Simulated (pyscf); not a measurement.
7 gas-phase steps of one pattern: four-centre exchange on the singlet surface, Br–H + O–Si or Cl–H + O–Si or F–H + Ge–O or F–H + O–Si or F–H + O–Sn broken and Br–Si + H–O or Cl–Si + H–O or F–Ge + H–O or F–Si + H–O or F–Sn + H–O formed. Optimised with ωB97X-D3(BJ)/def2-SVP in PySCF. Electronic energies in kcal/mol, between the relaxed ends of the descent from the saddle (adducts or complexes of the species named), with the reactant end as zero; ΔE‡ and ΔE at ωB97X-D3(BJ)/def2-TZVP. Rows were drawn at random from the steps of this pattern with a verified saddle, stable references and a bound adduct at one end at least.

```tsv
row	step	ΔE	ΔE‡
1	O=Si(OH)–F + HF → O=Si(F)–F + H₂O	-25.3	3.7
2	O=Si(OH)–OH + HF → O=Si(OH)–F + H₂O	-24.3	3.7
3	H₂B–O–SnH₃ + HF -> F–SnH₃ + H₂B–OH	-5.3	11.8
4	H₂B–O–GeH₃ + HF → F–GeH₃ + H₂B–OH	-4.8	22.9
5	H₂N–SiH(OH)–Cl + HCl → H₂N–SiH(Cl)–Cl + H₂O	+11.8	16.0
6	HBr + HO–SiH₂–Br -> Br–SiH₂–Br + H₂O	+12.0	15.4
7	HO–SiH₂–F + HCl -> H₂O + F–SiH₂–Cl	+13.9	?
```

Q: From a straight line through the complete rows, estimate the missing barrier and say how far the line can be trusted.

A: Over the 6 complete rows the means are -6.0 (ΔE) and 12.2 (ΔE‡); least squares gives b = 0.34 and a = 14.3 kcal/mol, with residuals of 4.6 kcal/mol (root mean square; largest 10.2, row 4). For row 7: 14.3 + 0.34 × (+13.9) = 19.0 kcal/mol, an extrapolation. The computed barrier is 17.6 kcal/mol, 1.4 under the line. The scatter is large against the spread of the barriers, so the line says little here. Each barrier is that of the saddle found. Elements up to Kr have no core potential and no relativistic terms here. Elements past Kr carry the def2 core potentials, without spin-orbit coupling.
